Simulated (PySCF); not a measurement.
**EPR parameters of C4H5N2**

Species: C4H5N2 (doublet state).
Cartesian coordinates in Å at the GFN2-xTB level; atoms count from 1:
```
atom  x, y, z in Å
N1    -1.8948    0.3559   -0.7623
C2    -1.6126   -0.1570    0.3281
C3    -0.3072   -0.5996    0.8385
C4     0.8478   -0.3221   -0.1109
C5     1.6234    0.8974   -0.0174
N6     2.2201   -0.0978    0.4574
H7    -2.8528    0.6035   -0.9801
H8    -0.3777   -1.6739    1.0357
H9    -0.1258   -0.1071    1.7985
H10    0.7870   -0.8389   -1.0622
H11    1.6981    1.9424   -0.1965
```

The hyperfine couplings belong to this conformer and change with its torsions.

Identity: `[H]/N=[C]/C[C@H]1C=N1` [radical].

Theory: UKS B3LYP, pcH-1 on C H N, non-relativistic, mean-field spin-orbit, GIAO (PySCF 2.14.0). The structure is a single GFN2-xTB conformer in the gas phase; no vibrational or solvent corrections. A GFN2-xTB geometry isn't a minimum of the functional, and hyperfine couplings can be far from their values at a DFT geometry. The SCF solution wasn't tested for stability.

- g1, g2, g3: 1.99888, 2.00210, 2.00318
- g_iso: 2.00139
- Form of g: rhombic: the two nearest values differ by 25 % of g3 − g1
- ⟨S²⟩: 0.7529 (exact 0.7500)
- α and β electrons: 22, 21
- Basis functions: 200

Hyperfine couplings atom by atom, in MHz; T1 to T3 are the principal values of the dipolar part; ρ(0) is the spin density at the nucleus:

```json
{"atom": "N1", "isotope": "14N", "a_iso": "8.7", "T1": "-16.4", "T2": "-12.6", "T3": "29.0", "Mulliken spin population": "0.16", "ρ(0) (bohr⁻³)": "0.0268"}
{"atom": "C2", "isotope": "13C", "a_iso": "238.4", "T1": "-61.9", "T2": "-55.9", "T3": "117.8", "Mulliken spin population": "0.73", "ρ(0) (bohr⁻³)": "0.2121"}
{"atom": "C3", "isotope": "13C", "a_iso": "75.1", "T1": "-8.5", "T2": "-8.5", "T3": "17.0", "Mulliken spin population": "0.01", "ρ(0) (bohr⁻³)": "0.0668"}
{"atom": "C4", "isotope": "13C", "a_iso": "41.5", "T1": "-4.8", "T2": "-4.1", "T3": "8.8", "Mulliken spin population": "0.04", "ρ(0) (bohr⁻³)": "0.0369"}
{"atom": "C5", "isotope": "13C", "a_iso": "-1.6", "T1": "-0.5", "T2": "-0.2", "T3": "0.7", "Mulliken spin population": "0.00", "ρ(0) (bohr⁻³)": "-0.0014"}
{"atom": "N6", "isotope": "14N", "a_iso": "1.0", "T1": "-0.9", "T2": "-0.7", "T3": "1.6", "Mulliken spin population": "0.01", "ρ(0) (bohr⁻³)": "0.0030"}
{"atom": "H7", "isotope": "1H", "a_iso": "140.9", "T1": "-16.5", "T2": "-9.2", "T3": "25.7", "Mulliken spin population": "0.04", "ρ(0) (bohr⁻³)": "0.0315"}
{"atom": "H8", "isotope": "1H", "a_iso": "1.7", "T1": "-7.6", "T2": "-5.0", "T3": "12.5", "Mulliken spin population": "0.00", "ρ(0) (bohr⁻³)": "0.0004"}
{"atom": "H9", "isotope": "1H", "a_iso": "6.0", "T1": "-7.5", "T2": "-5.0", "T3": "12.5", "Mulliken spin population": "0.00", "ρ(0) (bohr⁻³)": "0.0013"}
{"atom": "H10", "isotope": "1H", "a_iso": "2.6", "T1": "-3.5", "T2": "-0.9", "T3": "4.4", "Mulliken spin population": "0.00", "ρ(0) (bohr⁻³)": "0.0006"}
{"atom": "H11", "isotope": "1H", "a_iso": "0.7", "T1": "-1.2", "T2": "-0.9", "T3": "2.1", "Mulliken spin population": "0.00", "ρ(0) (bohr⁻³)": "0.0001"}
```

Largest spin populations (Mulliken): C2 (+0.73) and N1 (+0.16).

Under fast tumbling the dipolar parts average out, and these isotropic splittings remain: 1 × 1H (H7, I = 1/2, 2 lines) with 5.03 mT, 1 × 14N (N1, I = 1, 3 lines) with 0.31 mT, 1 × 1H (H9, I = 1/2, 2 lines) with 0.21 mT, 1 × 1H (H10, I = 1/2, 2 lines) with 0.09 mT, 1 × 1H (H8, I = 1/2, 2 lines) with 0.06 mT and 1 × 14N (N6, I = 1, 3 lines) with 0.04 mT.

The 13C coupling of C2 (238.4 MHz) shows only in satellite lines or after enrichment, since that isotope makes up about 1.07 % of natural carbon.

The spin density at the nucleus, in bohr⁻³, is negative for C5 (-0.0014), for instance. A restricted open-shell determinant has no negative spin density anywhere; here it arises because α and β orbitals differ (spin polarisation).

The run took 32 s (grids of density and orbitals included) on Arm Neoverse V1, one thread, no GPU, shared host with 32 logical CPUs at a one-minute load of 67, and the process peaked at 0.79 GiB of memory.
